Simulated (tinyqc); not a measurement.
The basis set: RHF and MP2 along a ladder of basis sets, for BH3, spin multiplicity 1. Computed by the program tinyqc with PySCF. 

Geometry (angstrom):
```
atom,x,y,z
B,0.0000,0.0000,0.0170
H,1.1450,0.0000,0.0000
H,-0.5720,0.9910,0.0000
H,-0.5720,-0.9910,0.0000
```

Same geometry throughout; the dipole is taken about the origin.

RHF and frozen-core MP2 in a ladder of bases:
```
basis,functions,E(RHF) (hartree),E(MP2 corr) (hartree),HOMO (eV),LUMO (eV),dipole (debye)
sto-3g,8,-26.07015,-0.03376,-12.942,6.439,0.053
3-21g,15,-26.23430,-0.05395,-13.792,2.167,0.050
6-31g,15,-26.37405,-0.05363,-13.697,2.401,0.049
6-31g**,29,-26.38963,-0.09300,-13.706,2.485,0.048
cc-pvdz,29,-26.38621,-0.09133,-13.711,1.957,0.044
aug-cc-pvdz,50,-26.38704,-0.09476,-13.735,0.905,0.042
cc-pvtz,72,-26.39728,-0.11351,-13.780,1.680,0.043
```

From cc-pVDZ to cc-pVTZ the RHF energy falls by 11.1 mhartree and the correlation energy by 22.2. If valence correlation converges as X^-3, (27 E(T) - 8 E(D))/19 gives -0.1228 hartree, a rough estimate from such small X that usually falls short; STO-3G holds about 27 % of it. Beyond STO-3G the LUMO moves by 1.6 eV and the HOMO by 0.1 eV.
